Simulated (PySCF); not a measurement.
Bonds broken one at a time in the series Si Cl-Br. Isolated molecules, 0 K electronic values unless said otherwise. Strings in code marks are SMILES.

The four lowest singlet excitations (Tamm–Dancoff). All values below come from B3LYP-D3(BJ)/def2-TZVP (PySCF). B3LYP has the VWN-RPA correlation part, as in Gaussian. Excitations are Tamm–Dancoff values on a coarser integration grid. The basis has no diffuse functions, so Rydberg states are missing or too high.

```tsv
state	energy (eV)	wavelength (nm)	oscillator strength
S1	7.13	174	0.000
S2	7.13	174	0.000
S3	7.13	174	0.000
S4	8.03	154	0.053
```

Task: Identify which member gives these states.
A. `Cl[Si](Cl)(Cl)Br`
B. `Cl[Si](Cl)(Br)Br`
C. `Cl[Si](Cl)(Cl)Cl`

Result: C, `Cl[Si](Cl)(Cl)Cl`
